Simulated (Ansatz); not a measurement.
# SiPF+ (quartet): from Hartree-Fock to the top rungs, cc-pVDZ

The task here is to estimate one member of a computed series from the others.

Program: Ansatz 0.2.0, Gaussian basis. Level of theory: cc-pVDZ, core rule «outside noble gas», up to 11 orbitals frozen. These are calculated values, not measurements.

The runs, in order: UHF; CCSD(T) on ROHF; CCSD(T) on UHF; BCCD(T) on ROHF; CISD; CCSDT(Q) on ROHF; CCSDT(Q) on UHF.

31 further runs of the same task are left out: 11 for a known fault of the program, 8 that didn't finish, 12 set aside as unsound or not needed.

### The geometry

The geometry is a PBE0/def2-TZVP stationary point (not a proven minimum) of the parent state, kept for this charge and spin.

3 atoms, charge 1, spin multiplicity 4.

Atoms are counted from 1 here; the program's logs count them from 0.

Bond lengths: F1–P2 1.612 Å, P2–Si3 2.219 Å. Angles: F1–P2–Si3 106.4°.

Geometry (Å):

```xyz
3

F     0.0000   -0.6743    1.4903
P     0.0000    0.6004    0.5035
Si    0.0000   -0.2060   -1.5634
```

Set-up of the first run:

Input file in.yaml:

```yaml
crystal:
  periodic: [false, false, false]
  atoms:
    - {symbol: F, position_ang: [0.000000, -0.674306, 1.490349]}
    - {symbol: P, position_ang: [0.000000, 0.600388, 0.503498]}
    - {symbol: Si, position_ang: [0.000000, -0.205998, -1.563422]}
basis:
  gaussian: {orbitals: cc-pVDZ}
total_charge: 1
magnetization: {spin_polarized: true, initial_magnetization: 3}
hamiltonian: {xc: hf}
output: {orbitals: {seedname: orbitals}}
```

Run with:

```console
$ ansatz run in.yaml --threads 1 --pin off --events-out ev --progress --plain --max-ram 2393MiB
```

Among the steps run: UHF; CCSD(T) on ROHF; CCSD(T) on UHF; BCCD(T) on ROHF; CISD; CCSDT(Q) on ROHF; CCSDT(Q) on UHF.

One table of the session follows, with a row left open; its other results are not shown here.

```
   method  from UCCSDT(Q) (meV)
     ROHF              +10356.9
      UHF              +10153.1
     RMP2               +1205.1
     UMP2               +1288.6
     CISD               +1417.1
    RCCSD                +420.5
    UCCSD                +416.2
 RCCSD(T)                 +88.5
 UCCSD(T)                 +90.8
  BCCD(T)                     ?
   RCCSDT                 +36.1
   UCCSDT                 +35.7
RCCSDT(Q)                  +7.9
UCCSDT(Q)                     0
```

**Question.** Estimate the row for BCCD(T).

As computed: from UCCSDT(Q) (meV): +80.3. In the column «from UCCSDT(Q) (meV)» it lies between RCCSDT (+36.1) and RCCSD(T) (+88.5).

Caveats from the session: Restricted and unrestricted rows rest on different reference determinants; where their highest levels disagree by more than a few hundredths of an eV, they describe different states and don't form one ladder.
